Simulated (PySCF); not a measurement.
P: ionisation energy

P [Ne] 3s2 3p3 (4S) → P⁺ [Ne] 3s2 3p2 (3P), as a difference of total energies. Computed with PySCF 2.14 in cc-pVDZ-DK (4s3p1d, 18 functions), with scalar relativity by spin-free X2C-1e. Correlated levels: valence: [Ne] frozen. The calculations carry no spin-orbit coupling.

```csv
method,ionisation energy (eV)
UHF,9.922
MN15,10.381
LDA,10.537
MP2 (valence),10.305
SCS-MP2 (valence),10.165
CCSD (valence),10.231
CCSD(T) (valence),10.233
```

Errors of the correlated levels include the incompleteness of this basis and the frozen core.

Question: Which method comes closest to the reference value, and which is furthest?

Answer: The reference is 10.526 eV (measured; NIST levels, between the centres of gravity of the two terms). Closest: LDA (error 0.011 eV); furthest: UHF (error -0.604 eV).
